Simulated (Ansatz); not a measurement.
# BSiH₂ (quartet): the correlation ladder, cc-pVTZ

An exercise on one series of results from a longer session: the logs are not shown, and one member is left open.

Computed with Ansatz 0.2.0, Gaussian basis. Level: cc-pVTZ, core rule «outside noble gas», up to 6 orbitals frozen.

The runs, in order: UHF; CCSD(T) on ROHF; CCSD(T) on UHF; BCCD(T) on ROHF; CCSDT(Q) on ROHF; CCSDT(Q) on UHF; CASSCF and MRCISD+Q, 9 electrons in 10 orbitals; CASSCF and NEVPT2, 9 electrons in 10 orbitals.

5 further runs of the same task are left out: 5 set aside as unsound or not needed.

### The geometry

The geometry is a PBE0/def2-TZVP stationary point (not a proven minimum) of the parent state, kept for this charge and spin.

4 atoms, charge 0, spin multiplicity 4.

Atoms are counted from 1 here; the program's logs count them from 0.

Bond lengths: Si1–B2 1.954 Å, Si1–H3 1.501 Å, Si1–H4 1.501 Å. Angles: B2–Si1–H3 102.8°, B2–Si1–H4 102.8°, H3–Si1–H4 107.0°.

Set-up of the first run:

The input, in.yaml:

```yaml
crystal:
  periodic: [false, false, false]
  atoms:
    - {symbol: Si, position_ang: [-0.085001, 0.000000, 0.494288]}
    - {symbol: B, position_ang: [0.088473, -0.000001, -1.451856]}
    - {symbol: H, position_ang: [0.709774, -1.206838, 0.899706]}
    - {symbol: H, position_ang: [0.709775, 1.206839, 0.899704]}
basis:
  gaussian: {orbitals: cc-pVTZ}
magnetization: {spin_polarized: true, initial_magnetization: 3}
hamiltonian: {xc: hf}
output: {orbitals: {seedname: orbitals}}
```

The run is started by

```console
$ ansatz run in.yaml --threads 1 --pin off --events-out ev --progress --plain --max-ram 4096MiB --backend cpu
```

Among the steps run: UHF; CCSD(T) on ROHF; CCSD(T) on UHF; BCCD(T) on ROHF; CCSDT(Q) on ROHF; CCSDT(Q) on UHF; CASSCF and MRCISD+Q, 9 electrons in 10 orbitals; CASSCF and NEVPT2, 9 electrons in 10 orbitals.

One table of the session follows, with a row left open; its other results are not shown here.

It belongs to the step «Misses and costs». 

| method | from UCCSDT(Q) (meV) |
| --- | --- |
| ROHF | +5287.0 |
| UHF | +5189.4 |
| RMP2 | +1185.7 |
| UMP2 | +1185.0 |
| RCCSD | +244.6 |
| UCCSD | +241.9 |
| RCCSD(T) | +52.8 |
| UCCSD(T) | +52.2 |
| BCCD(T) | +50.8 |
| RCCSDT | +10.3 |
| UCCSDT | +9.0 |
| RCCSDT(Q) | +1.7 |
| UCCSDT(Q) | 0 |
| CASSCF valence | +3734.9 |
| NEVPT2 valence | ? |
| MRCISD valence | +332.7 |
| MRCISD+Q valence | +94.0 |

**Question.** Estimate the row for NEVPT2 valence.

As computed: from UCCSDT(Q) (meV): +1031.5. In the column «from UCCSDT(Q) (meV)» it lies between MRCISD valence (+332.7) and UMP2 (+1185.0).

Caveats from the session: Restricted and unrestricted rows rest on different reference determinants; where their highest levels disagree by more than a few hundredths of an eV, they describe different states and don't form one ladder.
